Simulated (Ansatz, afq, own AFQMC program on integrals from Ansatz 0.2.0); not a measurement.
**AlBH, quartet: AFQMC among the cluster methods**

| atom | x (Å) | y (Å) | z (Å) |
| --- | --- | --- | --- |
| B | 0.0000 | 0.0000 | 0.4130 |
| Al | 0.0000 | 0.0000 | -2.0110 |
| H | 0.0000 | 0.0000 | 1.5981 |

Connectivity, by distances: BH–Al.

Basis 6-31G. Noble-gas cores (and the filled d shells of Ga–Kr and In–Xe) are frozen. Ansatz 0.2.0 and our own AFQMC program on the same integrals; the CISD trial comes from CCSD amplitudes, and released means the phaseless constraint is let go. ± is one standard error of the sampling.

Determinant: UHF, the one that the program's search chose, which needn't be the lowest solution. The geometry is a point of a scan.

Full CI on the same integrals is exact in this basis and with this determinant's frozen core.

Cautions: lower spins were not checked; the search met a lower determinant of the same kind, perhaps of another symmetry (78 meV lower), and this one is a saddle point; strong correlation (T1 0.066, weight of the determinant 0.83, largest double 0.15); unrestricted determinant slightly spin contaminated (⟨S²⟩ 3.81 against 3.75); the released energies are still falling, so no released level is given (meV from the phaseless value at times in 1/Eh: -3 ± 4 at 0.24, -9 ± 3 at 0.51, -17.7 ± 2.4 at 0.99, -28 ± 6 at 1.62, -31.1 ± 2.3 at 2.40).

* T1 diagnostic: 0.0656
* weight of the determinant in the CISD state: 0.829
* ⟨S²⟩ of the determinant: 3.810
* size of the correlated space: 7 electrons in 18 orbitals

| level | correlation energy (eV) |
| --- | --- |
| MP2 | -1.7854 |
| CCSD | -2.6149 |
| CCSD(T) | -2.7164 |

(1) Estimate where phaseless AFQMC with a CISD trial lies against CCSD(T) on the same integrals.

(1) 0.6 ± 0.4 kJ/mol below CCSD(T). The gap is under twice the noise, so this walk alone can't tell the two apart.

Reference: full CI, correlation energy -2.768 eV.

```csv
level,E − E(reference) (kJ/mol),share of correlation (%)
CCSD(T),5.0,98.13
CCSDT,2.1,99.23
CCSDT(Q),0.7,99.73
CCSDTQ,0.1,99.95
ph-AFQMC/CISD,4.4 ± 0.4,98.34
```

CCSDT and higher add their correlation energy to the determinant of the CCSD(T) run, since their own runs factorise the integrals more tightly (a shift of under 2 meV). A walk keeps the symmetry of its determinant, which the program's search chose and which needn't be the lowest solution, so a lower state of the same spin and another symmetry isn't excluded.
